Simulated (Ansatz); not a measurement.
# C3H5O: the cost of one run

All numbers below are computed with Ansatz 0.2.0 (RKS r2SCANh-D4/def2-SVP).

## 1. Starting point

Bond lengths: C1–C2 1.373 Å, C2–C3 1.593 Å, C2–O4 1.411 Å, C3–O4 1.327 Å, C1–H5 1.087 Å, C1–H6 1.085 Å, C2–H7 1.089 Å, C3–H8 1.094 Å, C3–H9 1.092 Å. Angles (14 of 16 angles, heavy atoms first): C1–C2–C3 113.7°, C1–C2–O4 116.6°, C3–C2–O4 52.0°, C2–C3–O4 56.9°, C2–O4–C3 71.1°, C1–C2–H7 122.7°, C3–C2–H7 113.8°, O4–C2–H7 117.2°, C2–C1–H5 120.8°, C2–C1–H6 121.7°, C2–C3–H8 108.4°, C2–C3–H9 122.6°, O4–C3–H8 120.6°, O4–C3–H9 118.2°.

As a file:

```xyz
9

C    -0.1994    1.2558   -0.2767
C     0.3874    0.2255    0.4164
C    -0.1140   -1.2171   -0.0359
O    -0.4814   -0.6473    1.1048
H    -1.2727    1.2731   -0.4450
H     0.3743    2.1092   -0.6217
H     1.4278    0.2490    0.7373
H     0.7492   -1.8881   -0.0701
H    -0.8712   -1.3601   -0.8092
```

## 2. End point A

Contents of input.yaml:

```yaml
crystal:
  periodic: [false, false, false]
  atoms:
    - { symbol: C, position_ang: [-0.1994, 1.25576, -0.27667] }
    - { symbol: C, position_ang: [0.38743, 0.2255, 0.41637] }
    - { symbol: C, position_ang: [-0.11398, -1.21707, -0.0359] }
    - { symbol: O, position_ang: [-0.48144, -0.64728, 1.10482] }
    - { symbol: H, position_ang: [-1.27271, 1.27311, -0.44495] }
    - { symbol: H, position_ang: [0.3743, 2.10917, -0.62173] }
    - { symbol: H, position_ang: [1.42775, 0.24895, 0.73731] }
    - { symbol: H, position_ang: [0.74922, -1.88806, -0.07006] }
    - { symbol: H, position_ang: [-0.87117, -1.36008, -0.80918] }
total_charge: 1
basis:
  gaussian: { orbitals: def2-SVP }
hamiltonian:
  xc: r2scanh
  dispersion: d4
relax:
  f_tol: 0.02
  max_steps: 50
```

Command:

```console
$ ansatz run input.yaml --threads 2 --pin off --max-ram 3072MiB --backend cpu --events-out ev --progress --plain --runs-dir out
```

Q: Estimate wall time and peak memory on 2 threads of AMD EPYC 9R14 (Zen 4), shared host.

About 14 s, with a peak of 0.18 GiB.
